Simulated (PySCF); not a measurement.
Molecule: `FCC(F)CF`, C3H5F3.

Cartesian coordinates in Å; atom numbers follow the order of the lines, from 1:
```xyz
11

F     0.327    1.733   -0.847
C    -0.497    0.648   -0.987
C    -0.519   -0.173    0.275
F    -1.124    0.531    1.289
C     0.865   -0.558    0.760
F     1.466   -1.349   -0.183
H    -0.131    0.021   -1.817
H    -1.517    0.999   -1.216
H    -1.109   -1.087    0.079
H     0.785   -1.109    1.711
H     1.465    0.353    0.915
```

Geometry PBE0-D3(BJ)/def2-SVP throughout; GIAO in PySCF 2.14.0 with density-fitted response routines, gas phase, one conformer, non-relativistic; equivalent atoms averaged; functional PBE0.

For orientation, IGLO-III gives these shifts δ (against CFCl3, TMS at the same level): F4 -229.6, F1/F6 -263.4, C3 92.1, C2/C5 81.0, H8/H11 4.71, H7/H10 4.51, H9 4.44 ppm.

A run gave: F4 -229.5, F1/F6 -262.6, C3 89.5, C2/C5 79.5, H8/H11 4.82, H7/H10 4.52, H9 4.26 ppm (shifts δ (against CFCl3, TMS at the same level)).

Q: Which basis set was used in that run?
A. pcSseg-2
B. STO-3G
C. cc-pVTZ
D. pcSseg-1

A: D. H8/H11 tells them apart best: pcSseg-1 gives 4.82, cc-pVTZ gives 4.64, pcSseg-2 gives 4.67, STO-3G gives 2.26 ppm.
